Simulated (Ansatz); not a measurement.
For rock-salt NaF, PBEsol (Ansatz, a quantum-chemistry and plane-wave program, PAW) gives:

| Quantity | Value |
|---|---|
| elastic constant C11 | 101 GPa |
| elastic constant C44 | 27.2 GPa |
| polycrystal shear modulus | 31.7 GPa |

Problem. What does r²SCANh (Ansatz, plane waves, PAW) give for the same quantities?

Solution. 
- elastic constant C11: 120 GPa (increases by 19 %)
- elastic constant C44: 29.3 GPa (rises by 7.7 %)
- Voigt–Reuss–Hill shear modulus: 36.0 GPa (rises by 14 %)

For comparison: elastic constant C11 108 GPa (measured, 4 K, no zero-point or thermal correction; as tabulated in X. Wang et al., RSC Advances (2016)); elastic constant C44 29.0 GPa (measured, 4 K, no zero-point or thermal correction; as tabulated in X. Wang et al., RSC Advances (2016)).

Changes are worked out from the printed values.

Unless a cell is named, each level is at its own relaxed cell (PBEsol 12.40, r²SCANh 12.03 Å³/atom).

Ansatz's density-functional and Hartree–Fock values are scalar-relativistic unless marked +SOC, with PAW data made under PBE.
